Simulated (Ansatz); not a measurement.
**H₂LiSSi+ (SMILES [Li][SiH]=[SH+]): molecular dynamics**

Aim: follow the atoms for 60 steps of 0.5 fs with a Nosé-Hoover thermostat, with velocities drawn for 100 K.

The runs use Ansatz 0.2.0, Gaussian basis; r2SCAN-D4/def2-SVP.

1 further run of the same task is left out (it didn't finish).

### Step 1. The system as given

SMILES `[Li][SiH]=[SH+]`, 5 atoms, charge 1, spin multiplicity 1.

Atoms are counted from 1 here; the program's logs count them from 0.

Bond lengths: Li1–Si2 2.610 Å, Si2–S3 2.130 Å, Si2–H4 1.475 Å, S3–H5 1.332 Å. Angles: Li1–Si2–S3 130.6°, Li1–Si2–H4 136.6°, S3–Si2–H4 92.8°, Si2–S3–H5 101.2°.

As a file:

```tsv
atom	x (Å)	y (Å)	z (Å)
Li1	-2.4216	0.4489	1.2684
Si2	-0.5022	-0.1957	-0.3792
S3	1.6104	-0.0033	-0.1879
H4	-0.3984	-0.7950	-1.7233
H5	1.7118	0.5451	1.0220
```

### Step 2. Dynamics

The input, md/in.yaml:

```yaml
crystal:
  periodic: [false, false, false]
  atoms:
    - {symbol: Li, position_ang: [-2.421620, 0.448930, 1.268380]}
    - {symbol: Si, position_ang: [-0.502190, -0.195720, -0.379250]}
    - {symbol: S, position_ang: [1.610450, -0.003340, -0.187870]}
    - {symbol: H, position_ang: [-0.398400, -0.794980, -1.723270]}
    - {symbol: H, position_ang: [1.711750, 0.545110, 1.022010]}
basis:
  gaussian: {orbitals: def2-SVP}
total_charge: 1
hamiltonian: {xc: r2scan, dispersion: d4}
md: {n_steps: 60, timestep: 0.5, temperature: 100, ensemble: nvt_nose_hoover, seed: 689, initial_velocities: maxwell_boltzmann}
```

On the command line:

```bash
$ ansatz run in.yaml --threads 2 --pin off --events-out ev --progress --plain --max-ram 3481MiB
```

What does the calculation give? Wanted: temperature at the start; mean temperature, second half; lowest and highest potential energy, from the first frame; largest change of potential + kinetic.

The runs gave:

```
                                                 quantity              value
                                                   length  60 steps, 30.0 fs
                                 temperature at the start              100 K
                            mean temperature, second half              111 K
lowest and highest potential energy, from the first frame     -23 and 13 meV
                    largest change of potential + kinetic            0.9 meV
```

The thermostat trades energy with the molecule, so the sum of potential and kinetic energy isn't conserved: it changes by -1 meV over the run. The temperature runs between 63 and 159 K. The bonding pattern stays as it was.
